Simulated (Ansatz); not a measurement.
The input, for Ansatz 0.2.0:

```yaml
crystal:
  periodic: [false, false, false]
  atoms:
    - {symbol: O, position_ang: [-0.101302, 0.071000, 1.540263]}
    - {symbol: Ga, position_ang: [0.013370, 0.008775, -0.385321]}
    - {symbol: H, position_ang: [0.786965, -0.148596, 1.857862]}
    - {symbol: H, position_ang: [-0.103809, -1.585405, 0.347088]}
basis:
  gaussian: {orbitals: 6-31G}
magnetization: {spin_polarized: true, initial_magnetization: 3}
correlation: {method: ccsd, electrons: all}
scf: {lower_state_search: light}
```

```sh
$ ansatz run in.yaml --threads 1 --pin off --events-out ev --progress --plain --max-ram 2393MiB
```

Output:

```
396 factors; integrals over basis functions are off by at most 2.9e-4 eV
mean field evaluation 1: about -54387.3720 eV, gradient 1.4e1 eV
mean field evaluation 2: about -54387.4294 eV, gradient 1.4e1 eV
mean field evaluation 4: about -54389.0498 eV, gradient 2.6e0 eV
mean field evaluation 8: about -54389.2203 eV, gradient 4.5e-1 eV
mean field evaluation 16: about -54389.2564 eV, gradient 1.3e-6 eV
mean field evaluation 32: about -54389.2543 eV, gradient 1.1e-1 eV
mean field evaluation 64: about -54389.1259 eV, gradient 1.5e0 eV
mean field evaluation 96: about -54387.9939 eV, gradient 5.9e-1 eV
mean field evaluation 128: about -54386.5332 eV, gradient 2.9e-1 eV
mean field evaluation 160: about -54387.7142 eV, gradient 6.9e-2 eV
mean field evaluation 192: about -54385.5509 eV, gradient 4.6e0 eV
mean field evaluation 224: about -54388.4558 eV, gradient 1.7e0 eV
mean field -54389.25639826 eV, -1998.7683062738 hartree, gradient 1.8e-6 eV, S^2 3.777166; 11 other end points of the search recorded, 0 dependent functions left out
determinant -54389.25639826 eV, -1998.7683062738 hartree, with singles and doubles -54398.66895612 eV, -1999.1142113953 hartree
determinant -54387.96000660 eV, -1998.7206647593 hartree, with singles and doubles -54396.98762832 eV, -1999.0524237382 hartree
determinant -54387.71442356 eV, -1998.7116397489 hartree, with singles and doubles -54397.09168486 eV, -1999.0562477456 hartree
determinant -54386.53545096 eV, -1998.6683133049 hartree, with singles and doubles -54395.65474402 eV, -1999.0034411438 hartree
reference -54389.25639826 eV, -1998.7683062738 hartree; 22, 19 occupied and 20, 23 virtual orbitals, 396 factors
second order -9.47937379 eV of doubles, -0.00000000 eV of singles
cycle   1  -9.41001084 eV  change    2.5e-3 eV  update   5.3e-3
cycle   2  -9.41665919 eV  change   -6.6e-3 eV  update   4.3e-3
cycle   3  -9.41741496 eV  change   -7.6e-4 eV  update   3.1e-3
cycle   4  -9.41766704 eV  change   -2.5e-4 eV  update   1.9e-3
cycle   5  -9.42228361 eV  change   -4.6e-3 eV  update   9.3e-4
cycle   6  -9.42279811 eV  change   -5.1e-4 eV  update   5.9e-4
cycle   7  -9.42229851 eV  change    5.0e-4 eV  update   3.4e-4
cycle   8  -9.42199272 eV  change    3.1e-4 eV  update   1.3e-4
cycle   9  -9.42186372 eV  change    1.3e-4 eV  update   6.1e-5
cycle  10  -9.42189615 eV  change   -3.2e-5 eV  update   3.1e-5
Total energy: -54398.67829440 eV, -1999.1145545709 hartree
```

Ran on 1 thread of Intel Xeon Platinum 8375C, shared host: 9.5 s wall, 0.18 GiB peak host memory.
